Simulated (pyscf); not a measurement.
**Routes from `[NH2][NH2]` + `[GaH3]`**

Candidate steps break at most two bonds and form at most two. Each was searched with GFN2-xTB (tblite) first. Structures and frequencies: ωB97X-D3(BJ)/def2-SVP in PySCF. Energies: ωB97M-D3(BJ)/def2-TZVP, kcal/mol, from the separated reactants, singlet surface; ΔG‡ with ideal gas, 1 atm, RRHO with modes under 100 cm⁻¹ raised to 100, one conformer, R ln 2 for chiral ones without a mode under 150 cm⁻¹.

```csv
products,type,ΔE‡,ΔE,ΔG‡ 298 K,ΔG‡ 900 K,ν‡ (cm⁻¹)
H₂N–NH–GaH₂ + H₂,four-centre exchange,16.5,-5.8,24.7,44.6,1302i
H₂N–GaH₂ + NH₃,four-centre exchange,66.0,-53.7,74.3,93.1,1394i
```

Row 1: On the reactant side the descent ends in an adduct with a Ga–N contact, 26.6 kcal/mol under the separated species and 40.9 kcal/mol under the saddle at ωB97X-D3(BJ)/def2-TZVP. Row 2: On the reactant side the descent ends in an adduct with a Ga–N contact, 26.6 kcal/mol under the separated species and 93.8 kcal/mol under the saddle at ωB97X-D3(BJ)/def2-TZVP. On the product side the descent ends in an adduct with a Ga–N contact (not fully relaxed), 19.7 kcal/mol under the separated species and 140.9 kcal/mol under the saddle at ωB97X-D3(BJ)/def2-TZVP. 

Plain bond fissions and candidates not yet searched are not listed, and one of them may be faster. Each barrier is that of the saddle found; lower ones may exist. A restricted solution here is unstable towards spin polarisation, so biradical character is likely and single-reference numbers are less safe. Elements up to Kr have no core potential and no relativistic terms here.
